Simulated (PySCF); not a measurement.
2-oxazoline, C3H5NO.
Numbering: `[CH:1]1=[N:2][CH2:3][CH2:4][O:5]1` (hydrogens: H6 on C1; H7, H8 on C3; H9, H10 on C4)

The same species was optimised twice, with GFN2-xTB and with PBE0-D3(BJ)/def2-SVP (PySCF), and the same property calculations (PySCF, gas phase) were run on both structures.

| coordinate | GFN2-xTB | PBE0-D3(BJ)/def2-SVP | change |
| --- | --- | --- | --- |
| C1–H6 (Å) | 1.076 | 1.094 | +0.018 |
| C3–H7 (Å) | 1.092 | 1.103 | +0.011 |
| C3–H8 (Å) | 1.092 | 1.102 | +0.010 |
| N2–C3 (Å) | 1.449 | 1.458 | +0.009 |
| C4–H10 (Å) | 1.093 | 1.101 | +0.008 |
| C3–C4 (Å) | 1.551 | 1.544 | -0.007 |
| C1=N2 (Å) | 1.257 | 1.264 | +0.007 |
| C4–H9 (Å) | 1.093 | 1.100 | +0.007 |
| C4–O5 (Å) | 1.429 | 1.433 | +0.004 |
| C1–O5 (Å) | 1.345 | 1.345 | 0.000 |
| H7–C3–H8 (°) | 108.4 | 106.7 | -1.7 |
| O5–C1–H6 (°) | 116.3 | 114.7 | -1.6 |
| C1–N2–C3 (°) | 107.2 | 105.8 | -1.4 |
| N2–C3–H8 (°) | 109.3 | 110.3 | +1.0 |
| C3–C4–H9 (°) | 113.1 | 114.0 | +0.9 |
| N2–C1–H6 (°) | 124.7 | 125.6 | +0.9 |
| N2–C3–C4 (°) | 104.0 | 104.8 | +0.8 |
| H9–C4–H10 (°) | 109.4 | 108.5 | -0.9 |

Rotational constants: A = 8648, B = 8269, C = 4465 MHz (GFN2-xTB) against A = 8604, B = 8216, C = 4440 MHz (PBE0-D3(BJ)/def2-SVP). Atoms that the bonding makes alike are paired by their places after alignment.

On the GFN2-xTB structure: HOMO (eV) -7.24 [PBE0/pcSseg-1]; LUMO (eV) 0.60 [PBE0/pcSseg-1]; dipole (D) 1.76 [PBE0/pcSseg-1]; GIAO shielding of C1 (ppm) 26.1 [PBE0/pcSseg-1]; GIAO shielding of N2 (ppm) 9.0 [PBE0/pcSseg-1]; GIAO shielding of C3 (ppm) 128.9 [PBE0/pcSseg-1]; GIAO shielding of C4 (ppm) 119.5 [PBE0/pcSseg-1]; GIAO shielding of O5 (ppm) 158.3 [PBE0/pcSseg-1].

What do these properties become on the PBE0-D3(BJ)/def2-SVP structure?

```csv
property,level,on GFN2-xTB,on PBE0-D3(BJ)/def2-SVP,change
HOMO (eV),PBE0/pcSseg-1,-7.24,-7.24,0.00
LUMO (eV),PBE0/pcSseg-1,0.60,0.54,-0.06
dipole (D),PBE0/pcSseg-1,1.76,1.83,+0.07
"energy, GFN2-xTB geometry as zero (kcal/mol)",PBE0/pcSseg-1,0.0,-0.3,-0.3
GIAO shielding of C1 (ppm),PBE0/pcSseg-1,26.1,24.0,-2.1
GIAO shielding of N2 (ppm),PBE0/pcSseg-1,9.0,8.8,-0.2
GIAO shielding of C3 (ppm),PBE0/pcSseg-1,128.9,128.2,-0.7
GIAO shielding of C4 (ppm),PBE0/pcSseg-1,119.5,118.0,-1.5
GIAO shielding of O5 (ppm),PBE0/pcSseg-1,158.3,153.2,-5.1
```

The heavy atoms differ by 0.019 Å rms after alignment. Among all bonds C1–H6 changes most (+0.018 Å). Changes are differences of the printed values. Neither structure is proved a minimum here.
